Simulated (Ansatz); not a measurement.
# Basis-set limit of OsO₃, singlet

| atom | x (Å) | y (Å) | z (Å) |
| --- | --- | --- | --- |
| Os | 0.2136 | 0.0323 | -0.3424 |
| O | 1.4142 | -0.9538 | 0.3132 |
| O | -1.0636 | -0.6535 | -1.2039 |
| O | 0.2902 | 1.7044 | -0.1367 |

Connectivity, by distances: O–Os(–O)–O.

Ansatz 0.2.0, RHF determinant, valence electrons correlated, core potentials past Kr. Energies in eV.

```csv
set,X,functions,Hartree–Fock,MP2 correlation,CCSD(T) correlation,time
def2-TZVPP,3,149,-8556.9806,-31.2538,-30.3847,"2.4 s on 1 × NVIDIA H100 80GB HBM3 with 1 thread of AMD EPYC 7R13 Processor (Zen 3), with other jobs on the host"
def2-QZVPP,4,259,-8557.3369,-33.1625,-32.1921,4 s on 1 × NVIDIA H100 80GB HBM3 with 1 thread of AMD EPYC 7R13 Processor (Zen 3) (shared host)
```

Hartree–Fock is taken to follow E(X) = E∞ + A·exp(−7.88·√X), correlation E(X) = E∞ + B·X^−2.97.

Cautions: no spin-orbit coupling; outer-core shells of the metal frozen; higher spins were not checked; restricted determinant unstable towards unrestricted.

Task: Work out the CCSD(T) energy at the limit, and how far the shortcut misses it that extrapolates MP2 and adds CCSD(T) minus MP2 from the smaller set.

Result: Hartree–Fock: E∞ = E4 + 0.1377·(E4 − E3) = -8557.3860. Correlation: E∞ = E4 + 0.7407·(E4 − E3) = -33.5309 for CCSD(T) and -34.5763 for MP2. The limit is -8590.9169 eV, 1.388 eV below def2-QZVPP. The shortcut gives a correlation energy of -34.5763 + (0.8692) = -33.7072, 176 meV lower than the direct value.
